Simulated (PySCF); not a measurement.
Cyanomethyl, C2H2N (doublet state).
Structure used (PBE0-D3(BJ)/def2-SVP), in Å, numbered top down from 1:
```xyz
5
C2H2N angstrom
C     -0.565    0.010   -0.009
C      0.818   -0.011   -0.004
N      1.990   -0.029    0.001
H     -1.099    0.962   -0.009
H     -1.127   -0.926   -0.013
```

The species is `[CH2]C#N` (cyanomethyl).

Method: PySCF 2.14.0, UKS B3LYP, IGLO-III on C N, pcH-1 on H, non-relativistic, mean-field spin-orbit, GIAO. Geometry: PBE0-D3(BJ)/def2-SVP; no solvent, vibrations or thermal averaging.

(1) Match the computed a_iso(13C) values +70.6, -60.1 MHz with the sites C1; C2.

Results:

(1) 
```
site  a_iso (MHz)  ρ(0) (bohr⁻³)                 position  distance from C1 (Å)  spin population  largest |T| (MHz)
  C1        +70.6        +0.0628  largest spin population                  0.00            +0.90              133.6
  C2        -60.1        -0.0534           1 bond from C1                  1.38            -0.24               23.8
```

ρ(0) is the spin density at the nucleus and T the dipolar tensor; entries for several nuclei are means. The largest Mulliken spin populations are on C1 (+0.90), N3 (+0.42) and C2 (-0.24). The positive populations add up to 1.33 and the negative ones to -0.33, together 2S = 1. The angles at C1 add up to 360.0°, so it is planar; its axial dipolar tensor and the negative couplings of its protons fit spin in a p orbital normal to that plane.

Time: 13 s wall. Hardware: one thread, Arm Neoverse V2 (shared host).
